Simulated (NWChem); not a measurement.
System: SiH4; SMILES [SiH4]

NWChem input:

```
start job
memory heap 200 mb stack 900 mb global 1100 mb
geometry units angstroms noautosym nocenter noautoz
  Si     0.000000     0.000000     0.000000
  H     -0.857218     0.857218     0.857267
  H      0.857218    -0.857218     0.857267
  H      0.857218     0.857218    -0.857267
  H     -0.857218    -0.857218    -0.857267
end
basis spherical
  * library def2-svpd
end
dft
  xc xpbe96 cpbe96
  iterations 150
end
task dft gradient
```

NWChem printed, in part:

```
             Northwest Computational Chemistry Package (NWChem) 7.3.0
             --------------------------------------------------------

                             Geometry "geometry" -> ""
                             -------------------------

 Output coordinates in angstroms (scale by  1.889725989 to convert to a.u.)

  No.       Tag          Charge          X              Y              Z
 ---- ---------------- ---------- -------------- -------------- --------------
    1 Si                  14.0000     0.00000000     0.00000000     0.00000000
    2 H                    1.0000    -0.85721800     0.85721800     0.85726700
    3 H                    1.0000     0.85721800    -0.85721800     0.85726700
    4 H                    1.0000     0.85721800     0.85721800    -0.85726700
    5 H                    1.0000    -0.85721800    -0.85721800    -0.85726700

 Effective nuclear repulsion energy (a.u.)      21.2680580669

  pbe96 is a nonlocal functional; adding pw91lda local functional.

                                 NWChem DFT Module
                                 -----------------

 Summary of "ao basis" -> "ao basis" (spherical)
 ------------------------------------------------------------------------------
       Tag                 Description            Shells   Functions and Types
 ---------------- ------------------------------  ------  ---------------------
 Si                        def2-svpd                10       24   5s3p2d
 H                         def2-svpd                 4        8   2s2p

            General Information
            -------------------
          SCF calculation type: DFT
          Wavefunction type:  closed shell.
          No. of atoms     :     5
          No. of electrons :    18
           Alpha electrons :     9
            Beta electrons :     9
          Charge           :     0
          Spin multiplicity:     1
          Use of symmetry is: off; symmetry adaption is: off
          Maximum number of iterations: 150
          AO basis - number of functions:    56
                     number of shells:    26
          Convergence on energy requested:  1.00D-06
          Convergence on density requested:  1.00D-05
          Convergence on gradient requested:  5.00D-04

              XC Information
              --------------
          PerdewBurkeErnzerhof Exchange Functional  1.000
            Perdew 1991 LDA Correlation Functional  1.000 local
           PerdewBurkeErnz. Correlation Functional  1.000 non-local

             Grid Information
             ----------------
          Grid used for XC integration:  medium
          Radial quadrature: Mura-Knowles
          Angular quadrature: Lebedev.
          Tag              B.-S. Rad. Rad. Pts. Rad. Cut. Ang. Pts.
          ---              ---------- --------- --------- ---------
          Si                  1.10       88           7.0       590
          H                   0.35       45           8.0       434
          Grid pruning is: on
          Number of quadrature shells:   268
          Spatial weights used:  Erf1

      Superposition of Atomic Density Guess
      -------------------------------------

 Sum of atomic energies:        -290.73598912

      Non-variational initial energy
      ------------------------------

 Total energy =    -290.940267
 1-e energy   =    -444.338591
 2-e energy   =     132.130266
 HOMO         =      -0.431139
 LUMO         =       0.061921

   convergence    iter        energy       DeltaE   RMS-Dens  Diis-err
 ---------------- ----- ----------------- --------- --------- ---------
 d= 0,ls=0.0,diis     1   -291.6077383662 -3.13D+02  9.42D-03  9.32D-02
 d= 0,ls=0.0,diis     2   -291.6159453645 -8.21D-03  3.50D-03  1.01D-02
 d= 0,ls=0.0,diis     3   -291.6176492620 -1.70D-03  1.45D-03  3.44D-03
 d= 0,ls=0.0,diis     4   -291.6182856004 -6.36D-04  7.28D-05  8.02D-06
 d= 0,ls=0.0,diis     5   -291.6182870406 -1.44D-06  6.13D-06  6.19D-08
 d= 0,ls=0.0,diis     6   -291.6182870541 -1.35D-08  1.15D-06  1.09D-11

         Total DFT energy =     -291.618287054121
      One electron energy =     -445.447842152686
           Coulomb energy =      154.734804740179
    Exchange-Corr. energy =      -22.173307708478
 Nuclear repulsion energy =       21.268058066864

 Numeric. integr. density =       17.999990742206

                       DFT Final Molecular Orbital Analysis
                       ------------------------------------

 Vector    7  Occ=2.000000D+00  E=-3.121012D-01
              MO Center=  4.3D-06,  1.6D-04, -5.5D-09, r^2= 2.5D+00
   Bfn.  Coefficient  Atom+Function         Bfn.  Coefficient  Atom+Function
  ----- ------------  ---------------      ----- ------------  ---------------
    14      0.326547  1 Si pz                11      0.301626  1 Si pz
    25      0.233998  2 H  s                 33      0.233936  3 H  s
    41     -0.233999  4 H  s                 49     -0.233934  5 H  s
     8     -0.174031  1 Si pz                15     -0.064218  1 Si d -2
    26      0.050053  2 H  s                 34      0.050039  3 H  s

 Vector    8  Occ=2.000000D+00  E=-3.120935D-01
              MO Center=  7.6D-05, -7.6D-05,  5.7D-01, r^2= 2.1D+00
   Bfn.  Coefficient  Atom+Function         Bfn.  Coefficient  Atom+Function
  ----- ------------  ---------------      ----- ------------  ---------------
    25      0.330858  2 H  s                 33     -0.330902  3 H  s
    12     -0.230734  1 Si px                13      0.231061  1 Si py
     9     -0.213130  1 Si px                10      0.213432  1 Si py
     6      0.122970  1 Si px                 7     -0.123144  1 Si py
    26      0.070786  2 H  s                 34     -0.070795  3 H  s

 Vector    9  Occ=2.000000D+00  E=-3.120935D-01
              MO Center= -8.0D-05, -8.0D-05, -5.7D-01, r^2= 2.1D+00
   Bfn.  Coefficient  Atom+Function         Bfn.  Coefficient  Atom+Function
  ----- ------------  ---------------      ----- ------------  ---------------
    41      0.330857  4 H  s                 49     -0.330903  5 H  s
    12      0.231061  1 Si px                13      0.230734  1 Si py
     9      0.213432  1 Si px                10      0.213130  1 Si py
     6     -0.123144  1 Si px                 7     -0.122970  1 Si py
    42      0.070785  4 H  s                 50     -0.070796  5 H  s

 Vector   10  Occ=0.000000D+00  E=-1.474497D-03
              MO Center=  2.7D-09,  3.4D-07,  6.8D-07, r^2= 8.5D+00
   Bfn.  Coefficient  Atom+Function         Bfn.  Coefficient  Atom+Function
  ----- ------------  ---------------      ----- ------------  ---------------
     4      4.959791  1 Si s                  5     -3.366979  1 Si s
    26     -0.661798  2 H  s                 34     -0.661794  3 H  s
    42     -0.661789  4 H  s                 50     -0.661785  5 H  s
     3      0.320781  1 Si s                  2      0.252797  1 Si s
    30     -0.109009  2 H  px                31      0.109009  2 H  py

 Vector   11  Occ=0.000000D+00  E= 1.052537D-02
              MO Center=  5.9D-06, -5.9D-06, -3.1D-01, r^2= 4.2D+00
   Bfn.  Coefficient  Atom+Function         Bfn.  Coefficient  Atom+Function
  ----- ------------  ---------------      ----- ------------  ---------------
    21      0.334263  1 Si d -1              23      0.335015  1 Si d  1
    25      0.187618  2 H  s                 33     -0.187614  3 H  s
     9      0.166541  1 Si px                10     -0.166916  1 Si py
    16      0.131986  1 Si d -1              18      0.132283  1 Si d  1
    12      0.130644  1 Si px                13     -0.130938  1 Si py

 Vector   12  Occ=0.000000D+00  E= 1.052537D-02
              MO Center= -6.5D-06, -6.5D-06,  3.1D-01, r^2= 4.2D+00
   Bfn.  Coefficient  Atom+Function         Bfn.  Coefficient  Atom+Function
  ----- ------------  ---------------      ----- ------------  ---------------
    21      0.335015  1 Si d -1              23     -0.334263  1 Si d  1
    41     -0.187618  4 H  s                 49      0.187613  5 H  s
     9      0.166916  1 Si px                10      0.166541  1 Si py
    16      0.132283  1 Si d -1              18     -0.131986  1 Si d  1
    12      0.130938  1 Si px                13      0.130644  1 Si py

     Multipole analysis of the density
     ---------------------------------

     L   x y z        total         alpha         beta         nuclear
     -   - - -        -----         -----         ----         -------
     0   0 0 0     -0.000000     -9.000000     -9.000000     18.000000

     1   1 0 0      0.000000      0.000000      0.000000      0.000000
     1   0 1 0     -0.000000     -0.000000     -0.000000      0.000000
     1   0 0 1     -0.000000     -0.000000     -0.000000      0.000000

     2   2 0 0    -12.337686    -11.417041    -11.417041     10.496396
     2   1 1 0      0.000000      0.000000      0.000000      0.000000
     2   1 0 1      0.000000      0.000000      0.000000      0.000000
     2   0 2 0    -12.337686    -11.417041    -11.417041     10.496396
     2   0 1 1      0.000000      0.000000      0.000000      0.000000
     2   0 0 2    -12.337667    -11.417632    -11.417632     10.497596

            General Information
            -------------------
          SCF calculation type: DFT
          Wavefunction type:  closed shell.
          No. of atoms     :     5
          No. of electrons :    18
           Alpha electrons :     9
            Beta electrons :     9
          Charge           :     0
          Spin multiplicity:     1
          Use of symmetry is: off; symmetry adaption is: off
          Maximum number of iterations: 150
          AO basis - number of functions:    56
                     number of shells:    26
          Convergence on energy requested:  1.00D-06
          Convergence on density requested:  1.00D-05
          Convergence on gradient requested:  5.00D-04

              XC Information
              --------------
          PerdewBurkeErnzerhof Exchange Functional  1.000
            Perdew 1991 LDA Correlation Functional  1.000 local
           PerdewBurkeErnz. Correlation Functional  1.000 non-local

             Grid Information
             ----------------
          Grid used for XC integration:  medium
          Radial quadrature: Mura-Knowles
          Angular quadrature: Lebedev.
          Tag              B.-S. Rad. Rad. Pts. Rad. Cut. Ang. Pts.
          ---              ---------- --------- --------- ---------
          Si                  1.10       88           7.0       590
          H                   0.35       45           8.0       434
          Grid pruning is: on
          Number of quadrature shells:   268
          Spatial weights used:  Erf1

          Convergence Information
          -----------------------
          Convergence aids based upon iterative change in
          total energy or number of iterations.
          Levelshifting, if invoked, occurs when the
          HOMO/LUMO gap drops below (HL_TOL):  1.00D-02
          DIIS, if invoked, will attempt to extrapolate
          using up to (NFOCK): 10 stored Fock matrices.

                    Damping( 0%)  Levelshifting(0.5)       DIIS
                  --------------- ------------------- ---------------
          dE  on:    start            ASAP                start
          dE off:    2 iters        150 iters           150 iters

                            NWChem DFT Gradient Module
                            --------------------------

  charge          =   0.00
  wavefunction    = closed shell

                         DFT ENERGY GRADIENTS

    atom               coordinates                        gradient
                 x          y          z           x          y          z
   1 Si      0.000000   0.000000   0.000000    0.000000   0.000000   0.000000
   2 H      -1.619907   1.619907   1.620000    0.003281  -0.003281  -0.003278
   3 H       1.619907  -1.619907   1.620000   -0.003281   0.003281  -0.003278
   4 H       1.619907   1.619907  -1.620000   -0.003281  -0.003281   0.003278
   5 H      -1.619907  -1.619907  -1.620000    0.003281   0.003281   0.003278
```

Level: PBE/def2-SVPD. The geometry was optimised at PBE0-D3(BJ)/def2-TZVP.
